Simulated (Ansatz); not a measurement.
Energy needed to pull apart CH3FSi (SMILES FC=[SiH2]), singlet, into free ground-state atoms, from the structure below (displaced at random from a GFN2-xTB minimum); no zero-point or spin–orbit terms; open-shell atoms are treated unrestricted, in their ground-state multiplicity.

```xyz
6
angstrom
F -0.5254 -1.7325 0.9998
C -0.2889 -0.8724 -0.1645
Si 0.2329 0.8575 0.0333
H -0.3535 -1.4243 -1.0976
H 0.5643 1.6635 -1.1001
H 0.3692 1.5260 1.3434
```

Computed with Ansatz 0.2.0 (basis: def2-TZVPP); correlated methods freeze the cores.

| method | atomization energy (eV) |
| --- | --- |
| PBE-D4 | 20.15 |
| BLYP-D4 | 19.87 |
| r2SCAN-D4 | 19.67 |
| PBE0-D4 | ? |
| r2SCANh-D4 | 19.42 |
| wB97M-V | ? |
| HF | 13.26 |
| MP2 | 19.30 |
| CCSD | 18.62 |
| CCSD(T) | 19.06 |

Question: What does wB97M-V give? (Judge from chemistry; the value comes from the calculation.)

Answer: Computed: 19.56 eV, which is about 0.50 eV more than CCSD(T)/def2-TZVPP.

Question: What does PBE0-D4 give? (An estimate is asked for; the value comes from the calculation.)

Answer: Computed: 19.44 eV, which is about 0.38 eV more than CCSD(T)/def2-TZVPP.

In triple zeta the MP2 and coupled-cluster atomization energies are still short of their basis limit by a few kcal/mol a bond, whereas those of the functionals are nearly converged, so these differences are not deviations from converged CCSD(T).

T1 diagnostic: at most 0.018. The restricted Hartree–Fock reference is unstable towards an unrestricted one here.

For scale, one of the runs: CCSD(T)/def2-TZVPP forces, 146 basis functions (an equivalent command: `ansatz run in.yaml --threads 4`). Hardware: 4 CPU threads, shared host. Wall time 37 s; peak host memory 1.6 GiB.
